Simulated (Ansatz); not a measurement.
Geometry optimisation, RHF/def2-SVP (Ansatz).

input.yaml

```yaml
crystal:
  periodic: [false, false, false]
  atoms:
    - { symbol: Si, position_ang: [-1.7388, -1.31, -0.0748] }
    - { symbol: O, position_ang: [-0.1836, -0.9225, 0.1152] }
    - { symbol: Si, position_ang: [0.7905, 0.3907, 0.2611] }
    - { symbol: H, position_ang: [-2.2072, -0.5792, -1.3147] }
    - { symbol: H, position_ang: [0.36132, 1.25424, 1.38458] }
    - { symbol: H, position_ang: [2.21221, -0.02497, 0.44491] }
    - { symbol: H, position_ang: [0.71902, 1.22274, -1.03467] }
basis:
  gaussian: { orbitals: def2-SVP }
hamiltonian:
  xc: hf
relax:
  f_tol: 0.015
  max_steps: 40
output:
  orbitals: {}
```

Command:

```bash
$ ansatz run input.yaml --threads 1 --pin off --max-ram 2048MiB --backend cpu --events-out ev --progress --plain --runs-dir out
```

Q: Where does it end, and by what steps?

A: The forces met the threshold. The force dipped under the threshold on the way, but the program's further checks kept it going. After 13 steps the energy has fallen by 0.248 eV; O2 moved furthest, 0.41 Å.

```
step  energy less start (eV)  largest force component (eV/Å)  accepted
   0                  0.0000                           1.771       yes
   1                 -0.1505                           0.583       yes
   2                 -0.1824                           0.245       yes
   3                 -0.2361                           0.251       yes
   4                 -0.2445                           0.092       yes
   5                 -0.2461                           0.008       yes
   6                 -0.2456                           0.157        no
   7                 -0.2468                           0.043       yes
   8                 -0.2385                           0.399        no
   9                 -0.2472                           0.017       yes
  10                 -0.2475                           0.017       yes
  11                 -0.2475                           0.035        no
  12                 -0.2476                           0.015       yes
  13                 -0.2476                           0.004       yes
```

```xyz
7
Properties=species:S:1:pos:R:3
Si -1.745 -1.498 -0.173
O -0.415 -0.683 0.360
Si 0.762 0.472 0.280
H -1.993 -0.709 -1.463
H 0.662 1.351 1.464
H 2.086 -0.184 0.263
H 0.597 1.282 -0.949
```

Whether the end is a true minimum wasn't checked by a vibrational analysis.

Run time: 12 s on 1 thread of Arm Neoverse V1, on a shared host, peak memory 0.12 GiB.
